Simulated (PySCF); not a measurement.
CO: one state, many levels of theory

State: ¹Σ⁺ (singlet), closed shell. Set-up: basis C 6-311G(d,p), O 6-311G(d,p); no relativity; PySCF 2.14. De refers to C + O in their high-spin ground configurations, without counterpoise correction. A positive dipole means C(−)O(+).

```tsv
Level	Re (Å)	ωe (cm⁻¹)	De (eV)	μ (D)
RHF	1.105	2441	7.49	-0.15
RHF-MP2	1.139	2136	11.20	n/a
RHF-SCS-MP2	1.136	2161	10.98	n/a
RHF-CCSD	1.130	2232	10.38	n/a
RHF-CCSD(T)	1.136	2165	10.68	n/a
LDA	1.130	2187	12.92	0.24
PBE	1.139	2135	11.65	0.23
TPSS	1.137	2143	10.98	0.20
r²SCAN	1.130	2200	11.03	0.17
PBE0	1.125	2248	11.02	0.13
B97-3	1.125	2251	11.12	0.11
ωB97X	1.126	2258	11.05	0.11
```

The bond length runs from 1.105 Å (RHF) to 1.139 Å (RHF-MP2). De spans 7.49 eV (RHF, mean field) to 12.92 eV (LDA, local density). Correlation at CCSD(T) changes the Hartree–Fock bond energy by +3.19 eV; the triples alone change it by +0.30 eV.

Correlated steps freeze 2 core orbitals. Where the molecule has an RHF reference, its open-shell atoms are computed with UHF.
